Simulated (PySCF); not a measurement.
Compound: CH2O3 (charge +1 and doublet state).
Structure used (PBE0-D3(BJ)/def2-SVP), in Å, numbered top down from 1:
```xyz
6
CH2O3 angstrom
O      0.0843    1.3072    0.1847
C      0.0072    0.0469   -0.0007
O      1.0522   -0.6724   -0.0697
O     -1.1162   -0.5330   -0.1223
H      1.9109   -0.2121    0.0255
H     -1.9130    0.0327   -0.0628
```

The hyperfine couplings belong to this conformer and change with its torsions.

As a line formula: `[O+]=C(O)O` [radical] (charge +1).

Method: UKS B3LYP, IGLO-III on C O, pcH-1 on H, non-relativistic, mean-field spin-orbit, GIAO in PySCF 2.14.0. The structure is a single PBE0-D3(BJ)/def2-SVP conformer in the gas phase; no vibrational or solvent corrections. The SCF solution wasn't tested for stability. No frequencies were computed at this geometry's level, so the symmetric structure isn't shown to be a minimum.

Principal values of hyperfine tensors in MHz (contact and dipolar terms together), for some of the nuclei:

```csv
atom,isotope,A1,A2,A3,alike by the symmetry of this geometry
C2,13C,-54.48,-47.24,-33.76,none
O1,17O,-314.72,86.23,97.55,none
H5,1H,-11.30,-1.29,13.29,H6
```

(1) Split each tensor into its isotropic and traceless parts, and turn a_iso into mT with g = 2.0108.

(2) What spin density at the nucleus of O1 lies behind its contact coupling (g_N = -0.75752)?

(3) O3 (17O, g_N = -0.75752) isn't in the table. Its spin density at the nucleus is -0.01972 bohr⁻³. What is its contact coupling?

(4) Name the largest traceless tensor T of the table and describe it.

(5) In a single crystal, with the field along each principal axis of the tensor of H5 in turn, what first-order splitting does this nucleus give (isotropic g, quadrupole terms neglected)?

## Answers

(1) a_iso is a third of the trace, T = A − a_iso, and a(mT) = a(MHz)/(g × 13.996).

```json
{"atom": "C2", "a_iso (MHz)": "-45.16", "a_iso (mT)": "-1.605", "T1": "-9.32", "T2": "-2.08", "T3": "11.40"}
{"atom": "O1", "a_iso (MHz)": "-43.65", "a_iso (mT)": "-1.551", "T1": "-271.07", "T2": "129.88", "T3": "141.19"}
{"atom": "H5", "a_iso (MHz)": "0.24", "a_iso (mT)": "0.008", "T1": "-11.53", "T2": "-1.52", "T3": "13.06"}
```

(2) a_FC = 800.24 MHz bohr³ × g_N × ρ(0)/(2S). With a_FC = -43.65 MHz and 2S = 1, ρ(0) = 0.072 bohr⁻³. The nuclear moment is negative, so coupling and spin density have opposite signs.

(3) By the same relation, a_FC = 11.95 MHz. Its full tensor has the principal values -19.86, 26.44, 29.28 MHz.

(4) O1: -271.1, 129.9, 141.2 MHz, nearly axial, close to the ratio +1:+1:−2, the form that spin in one p orbital centred on that nucleus gives (the nuclear moment is negative).

(5) 2 lines (I = 1/2), spaced by |A_i|/(g × 13.996): 0.40, 0.05, 0.47 mT along the axes of A1, A2 and A3.
